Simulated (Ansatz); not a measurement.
## HB–AlH, triplet along the distance B1-Al2

Starting geometry (PBE0/def2-TZVP stationary point for this spin, not checked as a minimum):

```xyz
4

B     0.0000    0.0000    1.0513
Al    0.0000    0.0000   -0.8575
H     0.0000    0.0000    2.2344
H     0.0000    0.0000   -2.4283
```

From there Al2, H4 move together along the line of the two atoms named below, all else staying in place; atoms are numbered as listed. Energies are in kJ/mol, counted from the starting geometry at the same level. Kohn–Sham curves are unrestricted where that lies lower.

Basis 6-31G; Ansatz 0.2.0. Correlated methods freeze the noble-gas cores.

The reference follows the lowest state, whose symmetry changes from Σ⁻ or Δ to Π between 2.606 and 3.030.

In so small a basis the reference is far from its limit while semilocal and hybrid functionals are nearer theirs (RPA and double hybrids share much of the reference's basis error), so the functionals' errors here hold much of the reference's basis and frozen-core error, which can add to them or hide them.

Full CI is exact within this basis and frozen core; it isn't the basis-set limit.

| distance B1-Al2 (Å) | full CI | PBE | r2SCAN | PBE0 | B3LYP | r2SCANh | CAM-B3LYP | wB97M-V | B2PLYP | RPA-PBE |
| --- | --- | --- | --- | --- | --- | --- | --- | --- | --- | --- |
| 1.545 | 257.6 | 242.6 | 240.4 | 235.4 | 232.1 | 237.7 | 221.3 | 227.6 | 237.3 | 261.4 |
| 1.759 | 42.2 | 37.7 | 35.8 | 34.0 | 33.2 | 34.5 | 28.5 | 30.5 | 34.6 | 44.5 |
| 1.909 | 0.0 | 0.0 | 0.0 | 0.0 | 0.0 | 0.0 | 0.0 | 0.0 | 0.0 | 0.0 |
| 2.130 | 18.8 | 24.1 | 28.2 | 31.0 | 30.7 | 30.3 | 38.2 | 36.5 | 29.2 | 14.4 |
| 2.351 | 82.1 | 92.4 | 101.5 | 107.7 | 105.5 | 106.2 | 121.4 | 119.2 | 102.4 | 72.3 |
| 2.606 | 170.8 | 188.1 | 203.2 | 214.2 | 208.2 | 211.0 | 234.5 | 233.4 | 214.3 | 153.9 |
| 3.030 | 256.9 | 296.6 | 304.2 | 306.3 | 282.8 | 304.7 | 294.8 | 306.1 | 286.0 | 235.4 |
| 3.557 | 271.9 | 337.2 | 335.7 | 335.1 | 312.8 | 332.7 | 316.6 | 330.9 | 304.0 | 266.4 |
| 4.176 | 273.8 | 356.2 | 347.8 | 344.9 | 324.1 | 343.3 | 324.7 | 338.9 | 309.3 | 268.6 |
| 5.049 | 273.4 | 362.3 | 352.2 | 348.1 | 327.9 | 347.4 | 327.5 | 342.0 | 310.8 | 262.1 |
| 6.334 | 273.7 | 364.0 | 353.3 | 349.1 | 328.6 | 348.5 | 328.2 | 343.4 | 311.2 | 260.7 |

CAM-B3LYP at 6.334 Å lies 54.5 kJ/mol (20 %) above the reference in this basis. r2SCAN at 6.334 Å lies 79.6 kJ/mol (29 %) above the reference in this basis. wB97M-V at 6.334 Å lies 69.7 kJ/mol (25 %) above the reference in this basis. B2PLYP at 6.334 Å lies 37.5 kJ/mol (14 %) above the reference in this basis.
